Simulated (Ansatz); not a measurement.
Z-matrix (Å, degrees):
```
O
H 1 0.9731
```
Charge 0, spin multiplicity 2.

Calculation: Ansatz (an electronic-structure program) with frozen-core CCSD(T)/def2-TZVPP // PBE0-D4/def2-TZVP.

The HF energy is -75.42370 Ha. The MP2 correlation energy is -0.19870 Ha.

Question: Estimate the CCSD correlation energy, the (T) correction, the total energy and the T1 diagnostic.

Answer: 
- CCSD correlation energy = -0.21275 Ha
- (T) correction = -0.00505 Ha
- CCSD(T) total energy = -75.64151 Ha
- T1 diagnostic = 0.008
